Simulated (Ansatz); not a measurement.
S3⁻, relaxed as a doublet with UKS r2SCAN-D4/def2-TZVPD in Ansatz, starting from the GFN1-xTB geometry. Force threshold 0.02 eV/Å.

The highest occupied level of the charge -1 doublet lies above zero (up to 0.10 eV). It is a level of α spin, whose loss leaves a singlet; that state wasn't run at this geometry and level. The electron is either unbound and held by the finite basis, or the level is raised by self-interaction error. The relaxation made no stability test and no search for a lower SCF solution. The structure comes from a short search, and lower isomers may exist.

Start:

```xyz
3

S     0.060   -0.060   -1.348
S    -0.298    1.077    0.492
S     0.238   -1.017    0.855
```

| step | energy (eV) | largest force component (eV/Å) | SCF passes |
| --- | --- | --- | --- |
| 1 | -32505.5339 | 2.088 | 19 |
| 2 | -32505.8932 | 1.295 | 31 |
| 3 | -32506.3594 | 2.553 | 73 |
| 4 | -32507.2019 | 0.682 | 28 |
| 5 (rejected) | -32506.9853 | 2.030 | 31 |
| 6 | -32507.2831 | 0.179 | 25 |
| 7 | -32507.2854 | 0.031 | 23 |
| 8 | -32507.2854 | 0.003 | 17 |

Force components are those of the run's own axes.

End:

```xyz
3

S    -0.0387    0.3617   -1.6904
S    -0.1721    0.6226    0.2845
S     0.2107   -0.9842    1.4059
```

Bonds lost: S1–S3 (atoms count from 1). The end is the same structure that another start reached, the lowest one found.

No frequencies were taken in this run, so the end may be a saddle point.

Run time 23 s (4 threads of Arm Neoverse V1 on a shared host).
